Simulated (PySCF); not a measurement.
**CClF2 (chlorodifluoromethyl radical): levels of theory compared**

Aim: a comparison of 6 runs (U-r2SCAN/STO-6G, UB2PLYP/STO-6G, UM06-2X/STO-6G, UMP2/STO-6G, NEVPT2(3,3)/STO-6G, UCCSD(T)/STO-6G) of CClF2 (chlorodifluoromethyl radical). The job is set up through a Python script.

The calculation is run with PySCF 2.14.0.

2 further runs of the same task are left out: 2 set aside as unsound or not needed.

**1. The structure to begin with**

CClF2 has 4 atoms, charge 0, and is taken as a doublet. As SMILES, `F[C](F)Cl`. Geometry: relaxed at PBE0-D4/def2-TZVP.

Bond lengths: F1–C2 1.315 Å, C2–F3 1.315 Å, C2–Cl4 1.719 Å. Angles: F1–C2–F3 110.6°, F1–C2–Cl4 114.1°, F3–C2–Cl4 114.1°.

**2. The energy at U-r2SCAN/STO-6G (run 1)**

job.py reads:

```python
from pyscf import gto, dft

system = gto.M(
    atom='''
F      0.026200     0.169300     1.294600
C     -0.230600    -0.190200     0.056400
F      0.573000    -1.160700    -0.318600
Cl    -0.313000     1.121200    -1.052700
''',
    basis='sto-6g',
    spin=1,
    max_memory=1860,
    verbose=4,
    charge=0,
)

calc0 = dft.UKS(system, xc='r2scan')
calc0.grids.level = 5
calc0.conv_tol = 1e-10
calc0.kernel()
if not calc0.converged:
    calc0 = calc0.newton().run(calc0.mo_coeff, calc0.mo_occ)

e_final = calc0.e_tot
print(f'total energy: {e_final:.8f} hartree')
```

The run is started by

```console
OMP_NUM_THREADS=1 python job.py
```

The log of the run:

```text
PySCF version 2.14.0

[... 97 lines left out ...]
converged SCF energy = -695.15422892138  <S^2> = 0.75102413  2S+1 = 2.0010239
total energy: -695.15422892 hartree
```

Wall time 15 s (1 thread of Arm Neoverse N1, shared host); peak memory 0.24 GiB.

**3. The energy at UB2PLYP/STO-6G (run 2)**

run.py reads:

```python
from pyscf import gto, dft, mp

mol = gto.Mole()
mol.atom = '''
F    0.026200   0.169300   1.294600
C   -0.230600  -0.190200   0.056400
F    0.573000  -1.160700  -0.318600
Cl  -0.313000   1.121200  -1.052700
'''
mol.spin = 1
mol.max_memory = 1860
mol.verbose = 3
mol.basis = 'sto-6g'
mol.build()

mf = dft.UKS(mol)
mf.xc = '0.53*HF + 0.47*B88, 0.73*LYP'
mf.conv_tol = 1e-10
mf.grids.level = 5
mf.kernel()
if not mf.converged:
    mf = mf.newton().run(mf.mo_coeff, mf.mo_occ)

pt = mp.MP2(mf, frozen=8).run()
etot = mf.e_tot + 0.27 * pt.e_corr
print('PT2 part  %.8f' % (0.27 * pt.e_corr))
print(f'total energy: {etot:.8f} hartree')
```

The run is started by

```console
OMP_NUM_THREADS=1 python run.py
```

The log of the run:

```text
converged SCF energy = -694.727166315126  <S^2> = 0.75229618  2S+1 = 2.0022949
E(UMP2) = -694.849656124494  E_corr = -0.122489809367867
E(SCS-UMP2) = -694.849821099772  E_corr = -0.122654784646288
PT2 part  -0.03307225
total energy: -694.76023856 hartree
```

Run time: 10 s. Hardware: 1 thread of Arm Neoverse N1, shared host; peak memory 0.23 GiB.

Runs 3 to 5 aren't shown in full; the table further down has their settings and results.

**4. The energy at UCCSD(T)/STO-6G (run 6)**

job.py reads:

```python
from pyscf import gto, scf, cc

system = gto.M(
    atom=[
    ('F', (0.026200, 0.169300, 1.294600)),
    ('C', (-0.230600, -0.190200, 0.056400)),
    ('F', (0.573000, -1.160700, -0.318600)),
    ('Cl', (-0.313000, 1.121200, -1.052700)),
],
    verbose=4,
    max_memory=1860,
    basis='sto-6g',
    spin=1,
    charge=0,
)

calc0 = scf.UHF(system)
calc0.conv_tol = 1e-10
calc0.kernel()
if not calc0.converged:
    calc0 = calc0.newton().run(calc0.mo_coeff, calc0.mo_occ)

mycc = cc.CCSD(calc0, frozen=8)
mycc.kernel()
e_t = mycc.ccsd_t()
e_tot = mycc.e_tot + e_t
print('Final energy', e_tot)
```

The run is started by

```console
OMP_NUM_THREADS=1 python job.py
```

The log of the run:

```text
PySCF version 2.14.0

[... 84 lines left out ...]
converged SCF energy = -693.636289057189  <S^2> = 0.75493744  2S+1 = 2.0049314
[... 12 lines left out ...]
Init t2, MP2 energy = -0.0827906883101611
[... 14 lines left out ...]
UCCSD converged
[... 2 lines left out ...]
Final energy -693.744095520043
```

It took 1.6 s on 1 thread of Arm Neoverse N1, shared host; peak memory 0.1 GiB.

**5. The series**

```tsv
run	level	frozen core orbitals	integration grid	energy (Eh)	dipole moment (D) of the reference	HOMO energy (eV)	LUMO energy (eV)	wall time
1	U-r2SCAN/STO-6G	–	5	-695.154229	1.31	-2.73	-0.07	15 s
2	UB2PLYP/STO-6G	8	5	-694.760239	1.09	-6.12	2.39	10 s
3	UM06-2X/STO-6G	–	5	-695.120757	1.22	-5.68	1.49	14 s
4	UMP2/STO-6G	8	–	-693.719080	1.00	-9.27	5.85	1.6 s
5	NEVPT2(3,3)/STO-6G	–	–	-693.722893	1.00	–	–	2.7 s
6	UCCSD(T)/STO-6G	8	–	-693.744096	1.00	-9.27	5.85	1.6 s
```

**6. Results**

```
                                                         quantity          value
                                              run 6: total energy  -693.74410 Eh
                      run 6: dipole moment (Hartree–Fock density)         1.00 D
run 6: HOMO energy (Hartree–Fock orbitals) (highest over α and β)       -9.27 eV
 run 6: LUMO energy (Hartree–Fock orbitals) (lowest over α and β)        5.85 eV
               run 6: correlation energy (8 core orbitals frozen)     -107.8 mEh
                                            run 6: (T) correction      -4.45 mEh
                         run 6: ⟨S²⟩ of the reference determinant          0.755
                                             run 6: T1 diagnostic          0.013
```

**Reading.** Over runs 1, 2, 3 the dipole moment (its size) runs from 1.09 D (UB2PLYP/STO-6G) to 1.31 D (U-r2SCAN/STO-6G). A double hybrid's value is that of its SCF part. Totals of different functionals can't be ranked against each other. In runs 1, 2, 3, 4, 5, 6 the basis is minimal, so the values are rough. All runs together took 45 s, the longest 15 s.
